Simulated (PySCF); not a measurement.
Work out the structure from these simulated measurements.

Formula: C2H6OP2.

| Quantity | Value |
| --- | --- |
| Rotational structure | rotational constants A, B, C: 4.850, 2.110, 1.649 GHz [PBE0-D3(BJ)/def2-SVP] |
| 13C NMR | chemical shifts (computed TMS as zero) by class: 91.9 (1 C), 60.6 (1 C) ppm [GIAO PBE/pcSseg-2] |
| XPS | P2p3/2 136.0, P2p3/2 136.2, C1s 292.1, C1s 292.5, O1s 538.8, P1s 2149.6, P1s 2149.7 eV [ΔSCF SCAN, pcX-2 on the ionised atom, pcseg-1 elsewhere, spin-free X2C, 2p3/2 from a spin–orbit splitting computed afterwards within the 2p shell] |
| Triplet | lowest triplet excitation (Tamm–Dancoff): 2.16 eV [TDA PBE0/def2-SVPD] |
| Valence photoelectron | vertical ionisation energy: 9.10 eV [ΔSCF PBE0/def2-SVPD] |
| Polarisability | 82.9 au [PBE0/def2-SVPD] |

Gas-phase values; electronic properties from PySCF, density fitting. Levels stand in brackets. Geometry: PBE0-D3(BJ)/def2-SVP, one conformer, isolated molecule. NMR values are class means; diastereotopic atoms form classes of their own.

Question: Give a SMILES that accounts for the data.

Answer: Numbering: `[H]/[P:5]=[P:4]\[CH2:3][O:2][CH3:1]`. 2 carbons fall into 2 classes; from least to most shielded: sp3 carbon bound to oxygen [C3] (91.9 ppm), methoxy carbon [C1] (60.6 ppm). The core levels belong to: P2p3/2 136.0 eV, phosphorus bonded to P and H [P5]; P2p3/2 136.2 eV, phosphorus bonded to C and P [P4]; C1s 292.1 eV, sp3 carbon bound to oxygen [C3]; C1s 292.5 eV, methoxy carbon [C1]; O1s 538.8 eV, ether oxygen [O2]; P1s 2149.6 eV, phosphorus bonded to P and H [P5]; P1s 2149.7 eV, phosphorus bonded to C and P [P4]. The first electron is taken from the HOMO, whose largest Löwdin shares are 0.41 on the phosphorus bonded to C and P, 0.19 on the ether oxygen, 0.15 on the phosphorus bonded to P and H and 0.10 on the sp3 carbon bound to oxygen. The optimised geometry has point group C1 and is an asymmetric top. Structure: `[H]/P=P\COC`. The assignments are read from this structure; whether some other isomer fits the data as well wasn't checked.

Conformer computed: `[H]/[P:5]=[P:4]\[CH2:3][O:2][CH3:1]`: C1–O2–C3–P4 -81°, O2–C3–P4–P5 -17°.
